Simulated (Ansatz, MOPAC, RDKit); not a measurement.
Noncovalent pair: H2O (SMILES O) (first 3 atoms) with CH4O (SMILES CO); geometry from S66by8 set.
(charge 0, multiplicity 1):
```xyz
9

O     -2.3241     0.0820     0.1013
H     -2.7407     0.8809     0.4271
H     -1.3950     0.1928     0.3423
O      1.0509     0.1745     0.5282
H      1.4188    -0.3976     1.2058
C      1.5159    -0.2971    -0.7339
H      1.0851     0.3540    -1.4870
H      2.6018    -0.2463    -0.8082
H      1.1875    -1.3170    -0.9330
```

Monomers are frozen at their geometry in the pair; levels with a basis set take the counterpoise correction.

The state reached by AM1, PM3 isn't checked.

Codes used: Ansatz (an electronic-structure program); MOPAC for AM1, PM3 (differences of heats of formation); RDKit for the force fields. Values without a source in brackets are computed.

Question: One of these levels gives -3.30 kcal/mol for the interaction energy. Name it.
A) AM1
B) HF/aug-cc-pVDZ
C) PM3
D) MMFF94

Answer: B, HF/aug-cc-pVDZ. The others give -3.70 (MMFF94), -2.24 (AM1), -1.51 (PM3)
